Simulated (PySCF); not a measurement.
# Vibration and rotation of CF

UHF-CCSD(T) constants of CF, ²Π (doublet), unpaired electrons π ↑ (basis C STO-3G, F STO-3G; no relativity; PySCF 2.14; masses 12.0000 and 18.9984 u):

- ωe: 1439.6 cm⁻¹
- ωexe: 6.66 cm⁻¹
- Be: 1.3167 cm⁻¹
- αe: 0.0113 cm⁻¹
- D (centrifugal): 4.41e-06 cm⁻¹

(1) Give the vibrational terms G(v) and spacings up to v = 6.

Correlated steps freeze 2 core orbitals. STO-3G is very small, so such numbers show the basis as much as the molecule. The state was picked by a PBE0 search and need not be the measured ground state.

Answers

(1) G(v) = ωe(v+½) − ωexe(v+½)².

```json
{"v": "0", "G(v) (cm⁻¹)": "718", "G(v) − G(v−1)": "", "Bv (cm⁻¹)": "1.311"}
{"v": "1", "G(v) (cm⁻¹)": "2144", "G(v) − G(v−1)": "1426", "Bv (cm⁻¹)": "1.300"}
{"v": "2", "G(v) (cm⁻¹)": "3557", "G(v) − G(v−1)": "1413", "Bv (cm⁻¹)": "1.288"}
{"v": "3", "G(v) (cm⁻¹)": "4957", "G(v) − G(v−1)": "1400", "Bv (cm⁻¹)": "1.277"}
{"v": "4", "G(v) (cm⁻¹)": "6343", "G(v) − G(v−1)": "1386", "Bv (cm⁻¹)": "1.266"}
{"v": "5", "G(v) (cm⁻¹)": "7716", "G(v) − G(v−1)": "1373", "Bv (cm⁻¹)": "1.255"}
{"v": "6", "G(v) (cm⁻¹)": "9076", "G(v) − G(v−1)": "1360", "Bv (cm⁻¹)": "1.243"}
```
